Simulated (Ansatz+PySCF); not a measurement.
## singlet C₃H₃(+): levels of theory in one basis

```yaml
atoms:
  - { symbol: C, position_ang: [0.8505, 0.0000, 0.0000] }
  - { symbol: C, position_ang: [-0.4252, 0.7365, 0.0000] }
  - { symbol: C, position_ang: [-0.4252, -0.7365, 0.0000] }
  - { symbol: H, position_ang: [2.0320, 0.0000, 0.0000] }
  - { symbol: H, position_ang: [-1.0160, 1.7598, 0.0000] }
  - { symbol: H, position_ang: [-1.0160, -1.7598, 0.0000] }
```

Basis set: def2-SVP (spherical functions). Frozen core: 3 orbitals. Charge 1, multiplicity 1.

Computed with Ansatz (development build ahead of 0.2.0); each method stands on the lowest determinant of its kind that the runs found. NEVPT2 correlates all electrons. Active spaces start from the frontier orbitals, and the lowest solution found is given.

```csv
method,E − E(RHF) (eV),<S²> of the determinant
RHF,0.00,0.00
RHF-MP2,-10.05,–
RHF-CCSD,-10.68,–
"CASSCF(2,3)",-0.73,–
"SC-NEVPT2(2,3)",-10.40,–
```

(1) What does RHF-CCSD(T) give on the same scale?

(2) Is a single determinant a sound starting point here?

Answers

(1) -11.20 eV.

(2) By this sign, yes. Unrestricted orbitals gain 0.00 eV and <S²> is 0.00 against 0.00 for a pure state. The CASSCF(2,3) natural occupations are 1.93, 0.03, 0.03.
